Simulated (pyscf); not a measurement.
# Four-centre exchange: H₃Si–SiH(SiH₃)–SiH₃ + water (H₂O) → HO–SiH₂–SiH(SiH₃)–SiH₃ + hydrogen (H₂)

Gas phase, singlet surface, charge 0. Bonds broken: Si2–H6, O15–H16. Bonds formed: Si2–O15, H6–H16. Structures and frequencies: ωB97X-D3(BJ)/def2-SVP in PySCF.

Transition state (Å):

```xyz
17

Si    -0.8220    -0.6233     0.6593
Si     0.2698     1.0319     1.8602
Si    -2.9091     0.1402    -0.0424
Si     0.5773    -0.7637    -1.2008
H     -0.8788    -1.9543     1.3400
H     -0.4016     2.1091     0.5275
H      1.3186     0.3082     2.6771
H     -0.4797     1.8289     2.8671
H     -2.7275     1.1412    -1.1326
H     -3.7256    -0.9946    -0.5689
H     -3.6461     0.7754     1.0893
H      1.9979    -0.9300    -0.7494
H      0.2479    -1.8807    -2.1319
H      0.5069     0.5277    -1.9498
O      1.6505     1.9318     0.9322
H      0.7533     2.2435     0.3544
H      2.3467     1.4075     0.5011
```

One imaginary mode, 1221i cm⁻¹; descent along it reached the two sides named, in the forms told below.

```
bond     change  reactant side (Å)  saddle  product side
-------  ------  -----------------  ------  ------------
Si2–H6   breaks              1.484   1.840           3.7
O15–H16  breaks              0.965   1.112         2.475
Si2–O15   forms                2.9   1.891         1.681
H6–H16    forms                3.1   1.176         0.761
```

Electronic energies relative to the separated reactants (kcal/mol):

```json
[
 {"level": "ωB97X-D3(BJ)/def2-TZVP", "barrier": "35.6", "reaction energy": "-14.5", "reverse barrier": "50.1"},
 {"level": "PBE/def2-TZVP", "barrier": "31.7", "reaction energy": "-12.2", "reverse barrier": "43.9"},
 {"level": "r²SCAN/def2-TZVP", "barrier": "32.7", "reaction energy": "-14.8", "reverse barrier": "47.5"},
 {"level": "B3LYP-D3(BJ)/def2-TZVP", "barrier": "35.5", "reaction energy": "-14.6", "reverse barrier": "50.0"},
 {"level": "PBE0-D3(BJ)/def2-TZVP", "barrier": "33.1", "reaction energy": "-12.4", "reverse barrier": "45.5"},
 {"level": "M06-2X/def2-TZVP", "barrier": "35.4", "reaction energy": "-16.9", "reverse barrier": "52.3"},
 {"level": "ωB97M-D3(BJ)/def2-TZVP", "barrier": "34.8", "reaction energy": "-14.0", "reverse barrier": "48.9"},
 {"level": "HF/def2-TZVP", "barrier": "56.4", "reaction energy": "-12.1", "reverse barrier": "68.5"}
]
```

With ωB97M-D3(BJ)/def2-TZVP energies and thermal terms (ideal gas, 1 atm, RRHO with modes under 100 cm⁻¹ raised to 100, one conformer, R ln 2 for chiral ones without a mode under 150 cm⁻¹), in kcal/mol:

| T (K) | ΔH‡ | ΔG‡ | ΔH | ΔG |
|---|---|---|---|---|
| 298 | 33.1 | 44.4 | -16.5 | -14.2 |
| 600 | 33.1 | 55.9 | -15.5 | -12.1 |
| 900 | 33.7 | 67.2 | -14.6 | -10.6 |
| 1200 | 34.5 | 78.2 | -13.9 | -9.4 |

On the reactant side the descent ends in a complex (not fully relaxed), 4.0 kcal/mol under the separated species and 39.6 kcal/mol under the saddle at ωB97X-D3(BJ)/def2-TZVP. One saddle was located; it need not be the lowest between these sides.
